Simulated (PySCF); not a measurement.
**GaH3, triplet: the ladder up to RCCSDT**

Geometry: a point of a stretch scan, not a stationary point.

```csv
atom,x (Å),y (Å),z (Å)
Ga,-0.0005,0.0281,-0.0482
H,-0.0005,-1.4773,-0.5440
H,0.4435,-0.2435,2.0296
H,-0.4060,-0.2198,1.8487
```

Basis cc-pVDZ; PySCF 2.14.0. Only valence electrons are correlated (noble-gas cores and the filled d shells of p-block atoms frozen), which leaves 6 electrons in 28 orbitals. Prefix R: restricted or restricted open-shell reference; prefix U: unrestricted. No spin–orbit coupling is included, and no scalar relativity.

Full CI isn't at hand for all of this; RCCSDT serves as the reference. It lacks quadruple excitations. The frozen core follows each run's orbitals, which can shift R against U totals by a few meV for light atoms and by up to 0.1 eV past Ca.

- UHF ⟨S²⟩: 2.007
- T1 diagnostic (ROHF- or RHF-based CCSD): 0.0252
- largest doubles amplitude (ROHF- or RHF-based CCSD): 0.041

```tsv
level	E − E(RCCSDT) (meV)	share of correlation (%)	wall time
RHF	2552	0.00	–
RMP2	677	73.49	–
RCCSD	57	97.76	–
RCCSD(T)	15	99.41	1.5 s
```

The correlation energy at RCCSDT, counted from RHF, is -2.552 eV. That run took 19 s on 1 thread of Arm Neoverse N1, shared host.

Run but not shown, since their state, orbitals or frozen core can't be matched to the reference's or they repeat it: UHF, UMP2, UCCSD, UCCSD(T).

Times are those of the correlated step on a shared host, with one SCF added for the restricted CCSD run; they ran on 1 thread of Arm Neoverse N1.
